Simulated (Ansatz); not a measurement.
bcc Cs

Level of theory: LDA (Ansatz, a program for electronic structure, PAW).

Settings: plane-wave cutoff 520 eV, 16×16×16 k mesh, Fermi–Dirac smearing 0.048 eV (set by the program), scalar-relativistic PAW data made under PBE.

Cell: measured lattice: a = b = c = 6.1620 Å, α = β = γ = 90.00°.

| Item | Result |
|---|---|
| elastic constant C11 | 1.26 GPa |
| elastic constant C12 | 1.13 GPa |
| elastic constant C44 | 1.05 GPa |
| Voigt–Reuss–Hill bulk modulus | 1.17 GPa |
| Voigt–Reuss–Hill shear modulus (Hill average) | 0.41 GPa |
| Young modulus | 1.1 GPa |
| Poisson ratio | 0.344 |

Measured, for comparison: elastic constant C11 2.6 GPa, elastic constant C12 2.16 GPa, elastic constant C44 1.6 GPa (temperature not stated, not corrected to a static lattice; as tabulated in arXiv:1601.06701). Computed (rounded) less measured: elastic constant C11 -52 %, elastic constant C12 -48 %, elastic constant C44 -34 %.

Note: the cell isn't this level's own, so it is under some stress, which shifts stiffness and frequencies.

Elastic constants are with the ions relaxed.

Spin–orbit coupling is not included.

Static lattice: no zero-point or thermal effects.

Cost on a shared machine: very roughly 6 core-minutes.
